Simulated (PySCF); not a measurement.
## `[O-]/C=C/Cl`, [C2H2ClO]-, charge -1

Geometry:
```tsv
atom	x (Å)	y (Å)	z (Å)
O1	-1.176	0.373	-0.205
C2	-0.077	-0.225	-0.315
C3	1.183	0.318	-0.370
Cl4	2.608	-0.718	-0.527
H5	-0.070	-1.344	-0.380
H6	1.418	1.372	-0.325
```

Total charge -1.

Level of theory: TDDFT CAM-B3LYP/aug-cc-pVTZ excited states, vertical, gas phase in PySCF. Geometry: PBE0-D3(BJ)/def2-TZVP.

For a gas-phase anion, states above the detachment energy (about 1.4 eV, taken as minus the energy of the highest occupied orbital) lie in the continuum and depend on the basis. Singlets 5 and 6 lie within 0.01 eV of each other, so their separate moments and overlaps can depend on how they mix.

(1) Give the one- and two-photon strengths of the lowest singlets.

## Answers

(1) δ for parallel linear polarisation; σ at the peak of a Lorentzian of half width 0.1 eV, single beam; Ω is circular over linear.
```
state  E (eV)      f  photon λ (nm)  δ (au)  σ (GM)     Ω                                  main
   S1    2.78  0.002            892     178    0.50  1.50      HOMO→LUMO 0.81, HOMO→LUMO+1 0.14
   S2    3.05  0.001            812    42.6    0.15  1.50      HOMO→LUMO+1 0.82, HOMO→LUMO 0.14
   S3    3.43  0.002            724    78.4    0.34  1.50                      HOMO→LUMO+2 0.91
   S4    4.18  0.001            593     460    2.95  1.08  HOMO−1→LUMO+1 0.64, HOMO−1→LUMO 0.14
   S5    4.27  0.005            581    15.9    0.11  1.40                      HOMO→LUMO+3 0.86
   S6    4.27  0.003            581     611    4.08  0.81    HOMO→LUMO+4 0.83, HOMO→LUMO+5 0.12
```

Among these, the strongest one-photon state is S5, the strongest two-photon state S6.
